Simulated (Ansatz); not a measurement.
# A ladder of methods for CClF2 (SMILES F[C](F)Cl)

CClF2 has 4 atoms, charge 0, and is taken as a doublet. As SMILES, `F[C](F)Cl`. The shape is that of a PBE0-D4/def2-TZVP optimisation.

```xyz
4

F     0.0262    0.1693    1.2946
C    -0.2306   -0.1902    0.0564
F     0.5730   -1.1607   -0.3186
Cl   -0.3130    1.1212   -1.0527
```

Each level gives the energy change with the C2–Cl4 bond stretched from 1.719 to 2.579 Å (eV). The values are calculated.

```tsv
level	kind	program	value (eV)	less FCI/STO-3G	CPU time (all runs)
USVWN5/STO-3G	LDA	Ansatz	1.26	+0.06	2.3 s
UBLYP/STO-3G	GGA	Ansatz	0.56	-0.64	3.9 s
U-r2SCAN/STO-3G	meta-GGA	Ansatz	1.03	-0.17	10 s
U-r2SCAN0/STO-3G	hybrid meta-GGA	Ansatz	1.46	+0.26	10 s
U-wB97X/STO-3G	range-separated hybrid	Ansatz	1.37	+0.17	18 s
RPA@PBE/STO-3G	RPA	Ansatz	0.63	-0.57	5.5 s
UCCSD/STO-3G	coupled cluster or CI	Ansatz	1.35	+0.15	1.1 s
UCCSDT/STO-3G	coupled cluster or CI	Ansatz	1.21	+0.01	3 s
FCI/STO-3G	exact in the basis	Ansatz	1.20	0.00	16 s
```

FCI/STO-3G is exact within its basis and frozen core, so for wave-function methods in that basis the difference is their error; functionals converge differently with the basis, so for them it is only a difference. The first shape isn't each level's own minimum. The values span 0.56 to 1.46 eV. Spin contamination of the reference (⟨S²⟩ at least 0.1 too high) touches UCCSD/STO-3G, UCCSDT/STO-3G. All rows use very small basis sets, so even the best lies far from the true value. CPU times are rough (shared hosts, several kinds of processor): they show what a rung costs within a factor of a few.
